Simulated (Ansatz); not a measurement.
```xyz
2

C    -0.126    0.608   -0.464
P     0.126   -0.608    0.464
```

The species carries charge 0 and has multiplicity 2.

(1) List the PBE0/def2-TZVPP orbital energies in eV (the Gaussian-basis code of Ansatz). (Estimate.)

Answers

(1) The calculation gave: α occupied: -2101.76, -280.81, -180.59, -129.88, -129.78, -129.78, -20.69, -13.05, -9.53, -8.63, -8.63. α empty: -1.83, -1.83, 2.26, 3.91, 5.35, 5.99, 5.99, 7.58. β occupied: -2101.76, -280.24, -180.59, -129.84, -129.84, -129.73, -19.79, -11.72, -8.26, -8.26. β empty: -4.46, -1.32, -1.32, 2.51, 4.14, 6.07, 6.07, 6.62. ⟨S²⟩ = 0.808.
